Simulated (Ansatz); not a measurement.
Geometry optimisation, RKS PBE-D4/def2-SVP (Ansatz 0.2.0).

Input:

```yaml
crystal:
  periodic: [false, false, false]
  atoms:
    - { symbol: Si, position_ang: [-0.40055, 0.000136, -0.392942] }
    - { symbol: F, position_ang: [0.054875, -0.000663, 2.377595] }
    - { symbol: H, position_ang: [0.98622, 0.00052, 0.15197] }
    - { symbol: H, position_ang: [-0.591083, 1.220693, -1.254949] }
    - { symbol: H, position_ang: [-0.591021, -1.221192, -1.25389] }
    - { symbol: H, position_ang: [-1.520199, 0.000701, 0.570506] }
    - { symbol: H, position_ang: [-0.872542, -0.000195, 2.313211] }
basis:
  gaussian: { orbitals: def2-SVP }
hamiltonian:
  xc: pbe
  dispersion: d4
relax:
  f_tol: 0.03
  max_steps: 50
```

Run as:

```bash
$ ansatz run input.yaml --threads 1 --pin off --max-ram 2048MiB --backend cpu --events-out ev --progress --plain --runs-dir out
```

Task: Where does it end, and by what steps?

Result: The forces met the threshold. The force dipped under the threshold on the way, but the program's further checks kept it going. After 19 steps the energy has fallen by 0.215 eV; F2 moved furthest, 0.82 Å.

| step | energy less start (eV) | largest force component (eV/Å) | accepted |
| --- | --- | --- | --- |
| 0 | 0.0000 | 0.859 | yes |
| 1 | -0.0880 | 0.952 | yes |
| 2 | -0.1197 | 0.284 | yes |
| 3 | -0.0628 | 1.934 | no |
| 4 | -0.1300 | 0.067 | yes |
| 5 | -0.1362 | 0.134 | yes |
| 6 | -0.1368 | 0.033 | yes |
| 7 | -0.1433 | 0.032 | yes |
| 8 | -0.1449 | 0.256 | yes |
| 9 | -0.1644 | 0.144 | yes |
| 10 | -0.1512 | 1.108 | no |
| 11 | -0.1770 | 0.097 | yes |
| 12 | -0.1869 | 0.325 | yes |
| 13 | -0.2062 | 0.083 | yes |
| 14 | -0.1999 | 0.592 | no |
| 15 | -0.2110 | 0.105 | yes |
| 16 | -0.2100 | 0.428 | no |
| 17 | -0.2143 | 0.007 | yes |
| 18 | -0.2145 | 0.042 | yes |
| 19 | -0.2145 | 0.023 | yes |

```xyz
7
Properties=species:S:1:pos:R:3
Si -0.376 0.177 -0.423
F -0.158 -0.787 2.433
H 1.022 0.544 -0.028
H -0.724 0.833 -1.730
H -0.536 -1.308 -0.541
H -1.344 0.706 0.611
H -0.818 -0.166 2.191
```

Time of the run: 12 s on 1 thread of Intel(R) Xeon(R) 6975P-C (Granite Rapids) (shared host), peak memory 0.12 GiB.
